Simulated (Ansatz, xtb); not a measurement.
Two isomers of C4H6ClF

We compare I, `FC1(Cl)CCC1`, a singlet, with II, `F[C@@H]1CC[C@H]1Cl`, a singlet. Both are isolated molecules in the gas phase, relaxed with B3LYP-D3(BJ)/def2-SVP.

Energies in hartree; the thermal terms are from GFN2-xTB frequencies at re-optimised GFN2-xTB minima (ideal gas, soft modes damped towards free rotors, one conformer each, 298.15 K, 1 atm) and include the zero-point energy:

```
                              I           II
E, CCSD(T)/def2-SVP  −714.485043  −714.482140
    E, MP2/def2-SVP  −714.404354  −714.401201
  E, MP2/def2-TZVPP  −715.097511  −715.095564
  zero-point energy     0.091665     0.091965
       H(298 K) − E     0.098579     0.098769
       G(298 K) − E     0.061341     0.061600
```

Correct the CCSD(T) difference for the basis set by the MP2 change, then work out ΔE, ΔE₀, ΔH and ΔG for I → II in kJ/mol (1 Eh = 2625.50 kJ/mol) and the equilibrium ratio [II]/[I].

1. Differences II − I: CCSD(T) +0.002903, MP2 in the small set +0.003153, MP2 in the large set +0.001947 Eh.
2. ΔE = +0.002903 + (+0.001947 − (+0.003153)) = +0.001697 Eh = +4.46 kJ/mol.
3. ΔE₀ = ΔE + ΔZPE = +0.001697 + (+0.000300) Eh = +5.24 kJ/mol.
4. ΔH = ΔE + (+0.000190) Eh = +4.95 kJ/mol.
5. ΔG = ΔE + (+0.000259) Eh = +5.14 kJ/mol, so ΔS = (ΔH − ΔG)/T = −0.6 J/(mol K).
6. kT = 0.9442 mEh, so K = [II]/[I] = exp(−ΔG/kT) = exp(−2.07) ≈ 0.13.

Structure I is favoured at this temperature. An error of 4 kJ/mol in ΔG would change K by a factor of 5. Mirror images and further conformers aren't counted.

As drawn, both hold the same kinds of bond in the same numbers.

Other levels gave ΔE = +5.9 (GFN2-xTB); +13.7 (HF/STO-3G, GFN2-xTB geometries); +11.7 (r2SCAN-D4/def2-SVP, GFN2-xTB geometries); +7.3 (B3LYP-D3(BJ)/def2-SVP); +0.3 (HF/def2-SVP); +8.3 (MP2/def2-SVP); +7.6 (CCSD(T)/def2-SVP) kJ/mol. The correlated steps freeze 10 core orbitals. Programs: Ansatz 0.2.0, xtb 6.7.1.
